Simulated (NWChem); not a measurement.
System: SiH₄; SMILES [SiH4]

```xyz
5

Si     0.0000     0.0000     0.0000
H     -0.8572     0.8572     0.8573
H      0.8572    -0.8572     0.8573
H      0.8572     0.8572    -0.8573
H     -0.8572    -0.8572    -0.8573
```
Atoms are numbered in this order, from 1.

All runs: NWChem. Geometry: optimised at PBE0-D3(BJ)/def2-TZVP. Vertical excitations in the gas phase; the lowest state need not have the same character in each row.

For level B3LYP/def2-SVP, TDA:

```
Quantity                                  Result
----------------------------------------  ------
lowest excitation, singlet (eV)             9.53
oscillator strength of that lowest state   0.000
orbital gap (eV)                           10.94
```

How do the values read with level B3LYP/aug-cc-pVDZ, TDA instead?


- lowest excitation, singlet (eV): 8.58
- oscillator strength of that lowest state: 0.113
- orbital gap (eV): 9.41
